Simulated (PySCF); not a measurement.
# C4H8OS: core ionisation energies

Tetramethylene sulfoxide, C4H8OS.
Z-matrix (Å and degrees, PBE0-D3(BJ)/def2-SVP geometry), rows numbered from 1:
```
O 
S   1  1.5048
C   2  1.8556  1  104.98
C   3  1.5326  2  108.86  1    91.19
C   4  1.5283  3  107.81  2   -13.23
C   5  1.5159  4  105.00  3    41.80
H   3  1.1000  2  109.26  1  -143.73
H   3  1.0992  2  101.03  1   -28.95
H   4  1.1002  3  111.26  2  -136.36
H   4  1.1021  3  109.58  2   105.65
H   5  1.1006  4  112.44  3   164.46
H   5  1.1017  4  110.43  3   -74.57
H   6  1.1035  2  107.98  1   172.47
H   6  1.0989  2  106.30  1    54.83
```

Computed, not measured: delta-SCF UKS SCAN, pcX-2 on the ionised atom, pcseg-1 elsewhere, spin-free X2C (PySCF). Binding energies are ΔSCF values: E(core-ionised, relaxed orbitals) − E(ground state) at a fixed geometry, referred to the vacuum level.

Question: What binding energy does each computed site have?

Answer: 
| atom(s) | environment | level | binding energy (eV) | above the level's lowest (eV) | count |
| --- | --- | --- | --- | --- | --- |
| S2 | sulfinyl sulfur | S 1s | 2479.60 | 0.00 | 1 |
| O1 | sulfinyl oxygen | O 1s | 536.15 | 0.00 | 1 |
| C4/C5 | ring CH2 carbon | C 1s | 291.12 | +0.16 | 2 |
| C3/C6 | sp3 carbon bound to sulfur | C 1s | 290.96 | 0.00 | 2 |

The 2 C 1s values lie within 0.16 eV of each other; Gaussian lines of 0.5 eV full width would blend them into one maximum.

Question: Which photon energy gives electrons from S 1s of S2 a kinetic energy of 150 eV, and what is their de Broglie wavelength?

Answer: hν = 2479.60 + 150 = 2629.60 eV, recoil neglected; λ = 12.264 Å/√(E/eV) = 1.00 Å.

Question: Which effective nuclear charge Zeff reproduces each element's mean 1s value in the hydrogen-like formula E = 13.606 eV × Zeff²?

Answer: C (Z = 6): mean 291.0 eV, Zeff = 4.63, Z − Zeff = 1.37; O (Z = 8): mean 536.1 eV, Zeff = 6.28, Z − Zeff = 1.72; S (Z = 16): mean 2479.6 eV, Zeff = 13.50, Z − Zeff = 2.50. Means run over the listed sites, weighted by atom count.

Topologically equivalent atoms share the value of their first member; where this conformer doesn't relate them by symmetry, their own values could differ. Not every level is listed. One conformer (not necessarily the lowest) at the PBE0-D3(BJ)/def2-SVP geometry, without solvent, vibrations or thermal averaging.

Time: 48 s. Hardware: x86-64 server, one thread (shared host).
